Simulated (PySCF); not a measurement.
Geometry:
```json
{"atom": "Mg1", "x (Å)": "0.012", "y (Å)": "0.018", "z (Å)": "0.280"}
{"atom": "C2", "x (Å)": "-0.001", "y (Å)": "-0.005", "z (Å)": "2.374"}
{"atom": "H3", "x (Å)": "-1.010", "y (Å)": "-0.205", "z (Å)": "2.775"}
{"atom": "H4", "x (Å)": "0.331", "y (Å)": "0.955", "z (Å)": "2.805"}
{"atom": "H5", "x (Å)": "0.665", "y (Å)": "-0.786", "z (Å)": "2.781"}
{"atom": "Si6", "x (Å)": "0.003", "y (Å)": "0.009", "z (Å)": "-2.311"}
{"atom": "H7", "x (Å)": "1.331", "y (Å)": "0.380", "z (Å)": "-2.912"}
{"atom": "H8", "x (Å)": "-0.991", "y (Å)": "0.970", "z (Å)": "-2.901"}
{"atom": "H9", "x (Å)": "-0.341", "y (Å)": "-1.335", "z (Å)": "-2.891"}
```

- structure optimised with PBE0-D3(BJ)/def2-SVP
- shieldings: GIAO PBE0/pcSseg-1
- code: PySCF 2.14
- single conformer, fast rotation and ring inversion assumed for equivalent nuclei, relativity neglected, gas phase

Chemical shifts δ = σref − σ; ¹³C, ¹H, ²⁹Si vs TMS, all at this level.

| atoms | nucleus | count | δ (ppm) |
| --- | --- | --- | --- |
| H7/H8/H9 | ¹H | 3 | 2.85 |
| H3/H4/H5 | ¹H | 3 | -0.91 |
| C2 | ¹³C | 1 | ? |
| Si6 | ²⁹Si | 1 | ? |

Estimate the values marked ?.

Answers


- C2: -17.9 ppm, carbon bonded to Mg, 3 H
- Si6: -150.9 ppm, silicon bonded to Mg, 3 H

Shifts are as computed. Against solution values, carbons near 30 ppm lie about +2 ppm off and those near 130 ppm about +5 ppm. Of 1211 compounds with measured shifts, 218 miss one by over three times the rms of a fit or turn the order of signals round; such compounds aren't used in these exercises.
